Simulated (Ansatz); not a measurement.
# BSiH+ (doublet): the correlation ladder, cc-pVDZ

One table from this session's results is given with a row withheld; the runs are named, their logs left out.

Program: Ansatz 0.2.0, Gaussian basis. Level of theory: cc-pVDZ, core rule «outside noble gas», up to 6 orbitals frozen. These are calculated values, not measurements.

The runs, in order: UHF; CCSD(T) on ROHF; CCSD(T) on UHF; BCCD(T) on ROHF; CISD; CCSDT(Q) on ROHF; CCSDT(Q) on UHF; CISDTQ; CCSDTQ on ROHF; CCSDTQ on UHF; CASSCF and MRCISD+Q, 7 electrons in 9 orbitals; CASSCF and NEVPT2, 7 electrons in 9 orbitals; Full CI.

4 further runs of the same task are left out: 4 set aside as unsound or not needed.

### The system

The geometry is a PBE0/def2-TZVP stationary point (not a proven minimum) of the parent state, kept for this charge and spin.

3 atoms, charge 1, spin multiplicity 2.

Atoms are counted from 1 here; the program's logs count them from 0.

Bond lengths: Si1–B2 2.039 Å, Si1–H3 1.516 Å. Angles: B2–Si1–H3 180.0°.

The first run:

in.yaml reads:

```yaml
crystal:
  periodic: [false, false, false]
  atoms:
    - {symbol: Si, position_ang: [0.000000, 0.000000, 0.174230]}
    - {symbol: B, position_ang: [0.000000, 0.000000, -1.864326]}
    - {symbol: H, position_ang: [0.000000, 0.000000, 1.690095]}
basis:
  gaussian: {orbitals: cc-pVDZ}
total_charge: 1
magnetization: {spin_polarized: true, initial_magnetization: 1}
hamiltonian: {xc: hf}
output: {orbitals: {seedname: orbitals}}
```

The run is started by

```
ansatz run in.yaml --threads 1 --pin off --events-out ev --progress --plain --max-ram 3328MiB --backend cpu
```

Steps of the session up to this table: UHF; CCSD(T) on ROHF; CCSD(T) on UHF; BCCD(T) on ROHF; CISD; CCSDT(Q) on ROHF; CCSDT(Q) on UHF; CISDTQ; CCSDTQ on ROHF; CCSDTQ on UHF; CASSCF and MRCISD+Q, 7 electrons in 9 orbitals; CASSCF and NEVPT2, 7 electrons in 9 orbitals; Full CI.

One of the session's tables, all rows but one given; the rest of the session is left out.

It belongs to the step «Misses and costs». 

```
          method  from FCI (meV)
            ROHF         +4633.0
            RMP2         +1442.4
            CISD          +559.0
           RCCSD          +244.2
        RCCSD(T)           +71.2
         BCCD(T)           +70.4
          RCCSDT           +15.0
          CISDTQ           +25.0
       RCCSDT(Q)            +3.1
         RCCSDTQ            +0.6
  CASSCF valence               ?
  NEVPT2 valence          +560.1
  MRCISD valence           +98.6
MRCISD+Q valence            +8.6
             FCI               0
```

Q: Estimate the row for CASSCF valence from the others.

The run gave: from FCI (meV): +1989.6. In the column «from FCI (meV)» it lies between RMP2 (+1442.4) and ROHF (+4633.0).

Caveats from the session: Left out of the table: UHF, UMP2, UCCSD, UCCSD(T), UCCSDT, UCCSDT(Q), UCCSDTQ (another determinant or state than the rows shown).
